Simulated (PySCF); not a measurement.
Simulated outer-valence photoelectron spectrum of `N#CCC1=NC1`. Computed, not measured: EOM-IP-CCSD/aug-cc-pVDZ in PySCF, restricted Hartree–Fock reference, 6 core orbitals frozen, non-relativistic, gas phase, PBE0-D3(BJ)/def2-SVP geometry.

Each root has a Gaussian of 0.5 eV full width with its one-hole share as area; cross sections and vibrations are left out, and the highest printed point is 100.

(ionisation energy (eV), intensity): (10.0, 1), (10.2, 8), (10.4, 33), (10.6, 56), (10.8, 40), (11.0, 18), (11.2, 30), (11.4, 55), (11.6, 44), (11.8, 14), (12.0, 2), (12.2, 2), (12.4, 17), (12.6, 59), (12.8, 100), (13.0, 99), (13.2, 81), (13.4, 61), (13.6, 41), (13.8, 51), (14.0, 53), (14.2, 24), (14.4, 5), (14.6, 0), (14.8, 0), (15.0, 0), (15.2, 1), (15.4, 12), (15.6, 41), (15.8, 68), (16.0, 74), (16.2, 62), (16.4, 29), (16.6, 6), (16.8, 1)

Problem. Where are the maxima, and how many lines lie under the curve?

Solution. 5 maxima, at 10.6, 11.5, 12.9, 13.9 and 16.0 eV, from 8 lines. At this width some lines have no maximum of their own.

Problem. List the lines with their holes.

Solution. 
| E (eV) | leading hole (HF orbital) | area | Koopmans (eV) |
| --- | --- | --- | --- |
| 10.62 | HOMO | 0.95 | 11.51 |
| 11.45 | HOMO-1 | 0.96 | 11.75 |
| 12.74 | HOMO-2 | 0.95 | 13.08 |
| 12.96 | HOMO-3 | 0.95 | 13.24 |
| 13.32 | HOMO-5 | 0.93 | 15.76 |
| 13.93 | HOMO-4 | 0.94 | 14.98 |
| 15.77 | HOMO-7 | 0.93 | 17.69 |
| 16.15 | HOMO-6 | 0.94 | 17.35 |

The widest gap, 1.84 eV, lies between 13.93 and 15.77 eV. Only orbitals with −ε under 21 eV, eight at most, were ionised, so the high end of the curve may lack lines.

Conformer computed: `[N:1]#[C:2][CH2:3][C:4]1=[N:5][CH2:6]1`: C2–C3–C4–N5 -137°.

One conformer stands for the species.
